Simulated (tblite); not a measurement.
# CHFO2: the cost of one run

Computed with tblite 0.8.0 and PySCF 2.14.0; each step states its level. No surroundings beyond the atoms listed, unless a continuum is named. Atoms count from 0, parts from 1.

## 1. The system as given

5 atoms, charge 0, multiplicity 1; geometry: rigid parts in contact. Parts: 1 = atoms 0–2, `O=C=O`, charge 0; 2 = atoms 3–4, `F`, charge 0.

## 2. Search for minima with GFN2-xTB

What the job is given:

```
{"job": {"kind": "dock", "xc": "GFN2-xTB", "basis": "xTB"}, "charge": 0, "multiplicity": 1, "parts": [{"atoms": "0-2", "charge": 0, "multiplicity": 1}, {"atoms": "3-4", "charge": 0, "multiplicity": 1}]}
O      1.140450     0.084820    -0.008750
C      0.000013    -0.000008    -0.000000
O     -1.140464    -0.084812     0.008750
F      1.242875     2.506510    -0.901599
H      2.049643     2.051057    -0.796013
```

With the program's defaults for keys left out, this is: GFN2-xTB search for minima from random contacts, gas phase.

Started as:

```sh
> OMP_NUM_THREADS=1 python cluster_run.py task.json out
```

One launch serves the whole session: the jobs run in the order shown.

Q: Estimate the wall time of this first job on 1 thread of Arm Neoverse N1, shared host.

About 4 s.
